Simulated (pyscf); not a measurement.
O=CrH(OH)(F)–F -> O=Cr(=O)(F)–F + H₂, an elimination (singlet surface; Cr–H, H–O broken, H–H formed). Structures and frequencies: ωB97X-D3(BJ)/def2-SVP in PySCF. Energies in kcal/mol from the reactant's lowest minimum found.

Small-basis levels: PySCF, no dispersion term, spherical d functions. 

In single points MP2/6-31G*+LANL2DZ puts the saddle at 13.2 kcal/mol and the reaction energy at -91.2 kcal/mol. Should these be trusted to within a few kcal/mol? Compare with ωB97M-D3(BJ)/def2-TZVP.

ωB97M-D3(BJ)/def2-TZVP gives ΔE‡ = 34.3 kcal/mol and ΔE = -11.5 kcal/mol. MP2/6-31G*+LANL2DZ lies 21.1 kcal/mol under it in the barrier and 79.7 kcal/mol under it in the reaction energy, so on this step it does not hold to within 3.0 kcal/mol. ωB97M-D3(BJ)/def2-TZVP has limits of its own. At the saddle there is also a short Cr–H contact that neither side keeps. This is the saddle that the search found; another between the same sides may lie lower.
